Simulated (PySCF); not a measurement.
Homolysis of single bonds, series SiH2Cl-X. Isolated molecules, 0 K electronic values unless said otherwise. One relaxed conformer stands for each flexible species; it need not be the lowest. Strings in code marks are SMILES.

All values below come from PySCF with B3LYP-D3(BJ)/def2-TZVP. B3LYP has the VWN-RPA correlation part, as in Gaussian. 

A: radical fragment (`[F]`)
B: radical fragment (`C=C[SiH2]`)
C: radical fragment (`[SiH2]Br`)
D: radical fragment (`[SH]`)

Which member has the lowest highest occupied spin orbital?

A (-12.17 eV); next is D (-7.17 eV).
